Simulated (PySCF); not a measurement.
**Broadened absorption spectrum of chlorosilane**

Compound: chlorosilane, ClH3Si.
Atom-mapped SMILES: `[SiH3:1][Cl:2]` (hydrogens: H3, H4, H5 on Si1)

Geometry (GFN2-xTB, Å), atoms numbered from 1 in this order:
```xyz
5
ClH3Si angstrom
Si    -0.1267    0.0052   -0.0112
Cl     1.8787   -0.0685    0.1047
H     -0.5619   -0.9656   -1.0090
H     -0.5111    1.3567   -0.4031
H     -0.6704   -0.3250    1.3014
```

Method: PySCF, TDDFT wB97X-D/def2-SVPD, vertical, gas phase, core orbitals frozen in the response.

Broadening: Gaussians 0.25 eV wide at half height, area fixed by f = 4.319×10⁻⁹ ∫ε dν̃. The width is an assumption, not a result. The curve ends short of the highest state used, and states not computed would add to its high-energy end.

| E (eV) | ε (L mol⁻¹ cm⁻¹) |
| --- | --- |
| 7.37 | 4 |
| 7.42 | 18 |
| 7.47 | 69 |
| 7.52 | 212 |
| 7.56 | 443 |
| 7.61 | 911 |
| 7.66 | 1501 |
| 7.71 | 1982 |
| 7.76 | 2097 |
| 7.80 | 1869 |
| 7.85 | 1326 |
| 7.90 | 754 |
| 7.95 | 343 |
| 8.00 | 125 |
| 8.04 | 48 |
| 8.09 | 12 |
| 8.14 | 2 |
| 8.19 | 0 |
| 8.24 | 0 |
| 8.29 | 0 |
| 8.33 | 0 |
| 8.38 | 3 |
| 8.43 | 14 |
| 8.48 | 63 |
| 8.53 | 222 |
| 8.57 | 522 |
| 8.62 | 1242 |
| 8.67 | 2370 |
| 8.72 | 3622 |
| 8.77 | 4435 |

Task: Locate the maxima and give the states behind the curve.

Result: 160 nm (7.75 eV), ε about 2100, made up of S1 (50%) and S2 (50%) (ε in L mol⁻¹ cm⁻¹; maxima over ε = 5, shares over 10%). At its high-energy end, 8.77 eV, the curve is still rising (ε about 4400, from S3 and S4). The states used: S1 7.75 eV (f 0.0098); S2 7.75 eV (f 0.0098); S3 8.79 eV (f 0.021); S4 8.79 eV (f 0.021); S5 8.88 eV (f 0.0000); S6 9.21 eV (f 0.018); S7 9.21 eV (f 0.018); S8 9.37 eV (f 0.037).

Task: Coming from long wavelengths, where does ε first pass 100 L mol⁻¹ cm⁻¹?

Result: At about 166 nm (7.49 eV), 0.26 eV below S1.

Task: What would ε be at 7.75 eV, the highest of these maxima, with half the width (0.125 eV)?

Result: About 4220 L mol⁻¹ cm⁻¹ against 2110, a factor of about 2.00; a lone state at its own centre would give exactly 2.
